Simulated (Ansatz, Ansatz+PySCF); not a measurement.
```tsv
atom	x (Å)	y (Å)	z (Å)
O	0.0000	0.0000	-0.1002
H	0.0000	0.0000	0.8019
```

RHF-MP2 on singlet OH(-) was run in several spherical basis sets with Ansatz (development build ahead of 0.2.0). Frozen core: 1 orbital. Caution: no diffuse functions for an anion.

Question: Rank the basis sets by the total energy that they give, lowest first, with the distance from the lowest.
A. 6-31G(d)
B. def2-SVP
C. cc-pVDZ
D. def2-TZVP
E. cc-pVTZ

Answer: D (0.00 eV), E (0.38 eV), C (3.74 eV), A (4.20 eV), B (5.45 eV).

Totals follow the description of the cores as much as that of the bonds, so this order isn't one of quality for chemistry.
